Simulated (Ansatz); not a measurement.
Molecular dynamics of CH₅B

Input:

```yaml
crystal:
  periodic: [false, false, false]
  atoms:
    - { symbol: B, position_ang: [-0.018015, 0.0177, -0.013687] }
    - { symbol: H, position_ang: [0.004966, 0.241931, 1.166508] }
    - { symbol: H, position_ang: [1.010576, -0.30097, -0.546615] }
    - { symbol: C, position_ang: [-1.354627, 0.056198, -0.806109] }
    - { symbol: H, position_ang: [-1.760698, -0.963469, -0.684523] }
    - { symbol: H, position_ang: [-2.108724, 0.731691, -0.394912] }
    - { symbol: H, position_ang: [-1.248079, 0.216917, -1.881362] }
basis:
  gaussian: { orbitals: def2-SVP }
hamiltonian:
  xc: { name: BHLYP }
  dispersion: d4
md:
  timestep: 1.0
  n_steps: 250
  ensemble: nvt_nose_hoover
  temperature: 200.0
  initial_velocities: maxwell_boltzmann
  seed: 374637
```

Launched with:

```bash
$ ansatz run input.yaml --threads 1 --pin off --max-ram 2048MiB --backend cpu --events-out ev --progress --plain --runs-dir out
```

It starts from a relaxed structure.

Output, in part (step lines, the closing report, with atoms numbered from 0):

```
md step     0: t =     0.00 fs  T =   200.0 K  F+E_penalty+E_count = -1791.88794276 eV  E_kin = 0.129260 eV  conserved = -1791.75868276 eV  (21 SCF iters)
[... lines left out ...]
Total energy: -1791.70580515 eV, -65.8439738773 hartree
Atom 0 at    -0.012343     0.015740    -0.018249 Å, force     0.487726     0.050409     0.547914 eV/Å
Atom 1 at     0.281258     0.924372     0.767061 Å, force    -0.188270    -0.548921    -0.542926 eV/Å
Atom 2 at     0.765352    -0.911798    -0.139993 Å, force    -0.120142     0.375273    -0.013072 eV/Å
Atom 3 at    -1.357482     0.035907    -0.779793 Å, force    -0.502082    -0.155951    -2.411338 eV/Å
Atom 4 at    -1.659262    -0.866555    -1.351912 Å, force     0.363218    -0.149668     0.854594 eV/Å
Atom 5 at    -2.208527     0.334221    -0.177213 Å, force    -0.194519     0.418330     0.115140 eV/Å
Atom 6 at    -1.307588     0.708664    -1.703505 Å, force     0.154068     0.010529     1.449688 eV/Å
Dipole moment:    -0.126484     0.016930    -0.103043 e Å
```

The steps, from the saved trajectory:

| time (fs) | T (K) | potential energy less start (eV) | conserved less start (meV/atom) |
| --- | --- | --- | --- |
| 0 | 200 | 0.000 | 0.00 |
| 8 | 51 | 0.102 | 0.75 |
| 16 | 81 | 0.080 | 0.39 |
| 24 | 117 | 0.059 | 0.49 |
| 32 | 142 | 0.043 | 0.22 |
| 40 | 38 | 0.115 | 0.77 |
| 48 | 112 | 0.067 | 0.39 |
| 56 | 126 | 0.062 | 0.43 |
| 64 | 112 | 0.074 | 0.42 |
| 72 | 68 | 0.108 | 0.65 |
| 80 | 142 | 0.064 | 0.41 |
| 88 | 144 | 0.068 | 0.43 |
| 96 | 91 | 0.109 | 0.64 |
| 104 | 143 | 0.082 | 0.53 |
| 112 | 158 | 0.080 | 0.58 |
| 120 | 153 | 0.091 | 0.55 |
| 128 | 135 | 0.111 | 0.70 |
| 136 | 180 | 0.089 | 0.57 |
| 144 | 171 | 0.102 | 0.68 |
| 152 | 137 | 0.131 | 0.73 |
| 160 | 175 | 0.111 | 0.69 |
| 168 | 184 | 0.112 | 0.85 |
| 176 | 182 | 0.115 | 0.57 |
| 184 | 161 | 0.136 | 1.00 |
| 192 | 175 | 0.130 | 0.78 |
| 200 | 190 | 0.123 | 0.87 |
| 208 | 266 | 0.075 | 0.53 |
| 216 | 104 | 0.187 | 1.17 |
| 224 | 193 | 0.130 | 0.88 |
| 232 | 296 | 0.063 | 0.51 |
| 240 | 138 | 0.170 | 0.86 |
| 248 | 148 | 0.168 | 1.07 |

All steps were run. The conserved energy stayed within 1.3 meV per atom of its start (net change 0.96 meV per atom), so the integration is sound. A run of 0.25 ps of so small a system gives no equilibrium averages.

The same pairs are bonded in the first frame and the last. Pairs count as bonded within 1.25 times the sum of covalent radii (0.12 Å more for H–H).

Last frame:

```xyz
7
Properties=species:S:1:pos:R:3
B -0.012 0.016 -0.018
H 0.281 0.924 0.767
H 0.765 -0.912 -0.140
C -1.357 0.036 -0.780
H -1.659 -0.867 -1.352
H -2.208 0.334 -0.177
H -1.308 0.709 -1.704
```

The run took 3.5 min on 1 thread of Arm Neoverse V2, with other jobs on the host, peak memory 0.09 GiB.
